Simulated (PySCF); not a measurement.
Species: C4H8 (charge +1 and doublet state).
Structure used (GFN2-xTB), in Å, numbered top down from 1:
```
atom  x, y, z in Å
C1     2.0056    0.5084   -0.2559
C2     0.6574    0.5179   -0.3899
C3    -0.2123   -0.4885    0.2280
C4    -1.6872   -0.2350    0.2009
H5     2.6077    1.3548   -0.5538
H6     2.5403   -0.3312    0.1666
H7     0.1799    1.3090   -0.9591
H8     0.1343   -0.7690    1.2372
H9     0.0092   -1.4268   -0.3268
H10   -1.9554    0.6065    0.8515
H11   -2.0365    0.0494   -0.7939
H12   -2.2419   -1.0959    0.5693
```

The hyperfine couplings belong to this conformer and change with its torsions.

As a line formula: `[CH2][CH+]CC` [radical] (charge +1).

The calculation used UKS B3LYP, pcH-1 on C H, non-relativistic, mean-field spin-orbit, GIAO (PySCF). The structure is a single GFN2-xTB conformer in the gas phase; no vibrational or solvent corrections. A GFN2-xTB geometry isn't a minimum of the functional, and hyperfine couplings can be far from their values at a DFT geometry, by a factor of two or more for some ions and for spin on atoms past the first row. The frame is twisted about the C1–C2 bond at this geometry (dihedral H5–C1–C2–H7 = 11°); couplings at other torsion angles weren't computed. Stability of the SCF solution: not tested.

Task: Predict the first-order ENDOR lines of H8/H9, H6, H5, H10/H11/H12 and H7 under fast tumbling at B = 3361.8 mT (W band).

Result: For S = 1/2 in fast tumbling each set of equivalent nuclei gives two lines, ν± = |νn ± a/2| to first order, with νn = g_N μN B/h and μN/h = 7.62259 MHz/T.

| nuclei | isotope | g_N | νn (MHz) | a_iso (MHz) | lower line (MHz) | upper line (MHz) |
| --- | --- | --- | --- | --- | --- | --- |
| H8/H9 | 1H | 5.5857 | 143.14 | 194.50 | 45.89 | 240.38 |
| H6 | 1H | 5.5857 | 143.14 | -28.03 | 129.12 | 157.15 |
| H5 | 1H | 5.5857 | 143.14 | -27.63 | 129.32 | 156.95 |
| H10/H11/H12 | 1H | 5.5857 | 143.14 | 24.78 | 130.75 | 155.53 |
| H7 | 1H | 5.5857 | 143.14 | -9.93 | 138.17 | 148.10 |

Task: Which pairs are centred on the nuclear Larmor frequency, and which on half the coupling?

Result: Centred on νn, since |a| < 2νn: H8/H9, H6, H5, H10/H11/H12 and H7. No pair has |a| > 2νn.

Task: At what field would the lower line of H8/H9 fall to zero frequency?

Result: Where νn = |a|/2, that is B = 97.25 MHz/(5.5857 × 7.62259 MHz/T) = 2280 mT, as far as first order holds there.

Means are taken over nuclei equivalent by connectivity, which assumes that they swap fast. H5 and H6 aren't averaged: C1 is flat or nearly so (angle sum 360°), and its turn about the short C1–C2 bond (1.35 Å) is taken as slow. The three 1H nuclei of mean +24.8 MHz run from 1.8 to 53.1 MHz in the frozen geometry. The 1H value of +194.5 MHz is a mean of couplings from 118.5 to 270.5 MHz in this one geometry, not an average over conformers.

The largest Mulliken spin populations are on C1 (+0.56), C2 (+0.29) and H9 (+0.10). The angles at C1 add up to 360.0°, so it is planar.
